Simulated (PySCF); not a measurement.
**C5H12N: g tensor and hyperfine couplings**

Compound: C₅H₁₂N (doublet state).
Z-matrix (Å and degrees, GFN2-xTB geometry), rows numbered from 1:
```
C 
C   1  1.4757
C   2  1.5626  1  113.86
C   3  1.5253  2  110.28  1  -174.47
N   3  1.4440  2  112.45  1    63.45
C   5  1.4388  3  113.46  2   -67.05
H   1  1.0757  2  118.57  3    70.50
H   1  1.0742  2  119.93  3  -133.66
H   2  1.0932  1  110.45  3   121.74
H   2  1.0986  1  110.89  3  -118.70
H   3  1.0957  2  108.37  1   -54.62
H   4  1.0868  3  110.62  2    61.90
H   4  1.0882  3  110.40  2   -58.39
H   4  1.0867  3  109.83  2  -177.93
H   5  1.0153  3  109.87  2    57.71
H   6  1.1229  5  109.38  3    44.57
H   6  1.0909  5  109.14  3   -73.15
H   6  1.0871  5  110.45  3   166.46
```

The hyperfine couplings belong to this conformer and change with its torsions.

The species is `[CH2]C[C@H](C)NC` [radical].

Method: UKS B3LYP, pcH-1 on C H N, non-relativistic, mean-field spin-orbit, GIAO (PySCF 2.14.0). Isolated species at its GFN2-xTB geometry (one conformer only). A GFN2-xTB geometry isn't a minimum of the functional, and hyperfine couplings can be far from their values at a DFT geometry. Stability of the SCF solution: not tested.

| Item | Value |
| --- | --- |
| g1, g2, g3 | 2.00223, 2.00264, 2.00296 |
| g_iso | 2.00261 |
| Form of g | rhombic: the two nearest values differ by 43 % of g3 − g1 |
| ⟨S²⟩ | 0.7545 (exact 0.7500) |
| α and β electrons | 25, 24 |
| Total energy | -252.45722 Eh |

Isotropic coupling and dipolar principal values T1 to T3, in mT (MHz turned into mT with g_iso):

```tsv
atom	isotope	a_iso	T1	T2	T3	Mulliken spin population
C1	13C	4.67	-2.67	-2.64	5.31	0.96
C2	13C	-0.89	-0.10	0.02	0.08	-0.08
C3	13C	0.97	-0.22	-0.18	0.40	0.04
C4	13C	0.03	-0.03	-0.02	0.06	0.00
N5	14N	0.20	-0.09	-0.08	0.17	0.04
C6	13C	1.79	-0.38	-0.35	0.73	0.08
H7	1H	-1.80	-1.25	-0.06	1.31	-0.04
H8	1H	-1.85	-1.27	-0.04	1.31	-0.04
H9	1H	0.09	-0.16	-0.13	0.28	0.00
H10	1H	4.77	-0.17	-0.10	0.27	0.06
H11	1H	-0.12	-0.13	-0.08	0.20	0.00
H12	1H	-0.01	-0.06	-0.02	0.08	0.00
H13	1H	0.00	-0.05	-0.04	0.08	0.00
H14	1H	0.01	-0.05	-0.03	0.07	0.00
H15	1H	0.00	-0.14	-0.01	0.15	0.00
H16	1H	-0.15	-0.87	-0.64	1.51	-0.03
H17	1H	0.13	-0.18	-0.04	0.22	0.00
H18	1H	0.29	-0.18	-0.06	0.24	0.00
```

Largest spin populations (Mulliken): C1 (+0.96), C2 (-0.08) and C6 (+0.08). C1 is the only atom above +0.15. The angles at C1 add up to 355.6°, so it is nearly planar; its axial dipolar tensor and the negative couplings of its protons fit spin in a p orbital normal to that plane.

Axes: g3 points within 13° of the C1–H7 bond.

Under fast tumbling the dipolar parts average out, and these isotropic splittings remain: 1 × 1H (H10, I = 1/2, 2 lines) with 4.77 mT, 2 × 1H (H7/H8, I = 1/2, 3 lines) with 1.83 mT, 1 × 14N (N5, I = 1, 3 lines) with 0.20 mT, 1 × 1H (H11, I = 1/2, 2 lines) with 0.12 mT, 1 × 1H (H9, I = 1/2, 2 lines) with 0.09 mT and 3 × 1H (H16/H17/H18, I = 1/2, 4 lines) with 0.09 mT.

Means are taken over nuclei equivalent by connectivity, which assumes that they swap fast. The three 1H nuclei of mean +2.5 MHz run from -4.3 to 8.2 MHz in the frozen geometry.

The 13C coupling of C1 (131.0 MHz) shows only in satellite lines or after enrichment, since that isotope makes up about 1.07 % of natural carbon.

On one thread, Arm Neoverse V1 (aarch64), no GPU (shared host), this took 51 s (with the writing of density and orbital grids) and 0.97 GiB of memory at its peak.
